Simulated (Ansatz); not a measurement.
```xyz
9

O     1.1739    0.0000    0.0000
C     0.3628    1.1164    0.0000
C    -0.9497    0.6900    0.0000
C    -0.9497   -0.6900    0.0000
C     0.3628   -1.1164    0.0000
H     0.6996    2.1531    0.0000
H    -1.8315    1.3307    0.0000
H    -1.8315   -1.3307    0.0000
H     0.6996   -2.1531    0.0000
```

RHF on singlet C₄H₄O was run in several spherical basis sets with Ansatz (development build ahead of 0.2.0).

Rank the basis sets by the total energy that they give, lowest first, with the distance from the lowest.
A. cc-pVDZ
B. def2-SVP
C. 6-31G(d)

A (0.00 eV), C (0.59 eV), B (5.15 eV).

Totals follow the description of the cores as much as that of the bonds, so this order isn't one of quality for chemistry.
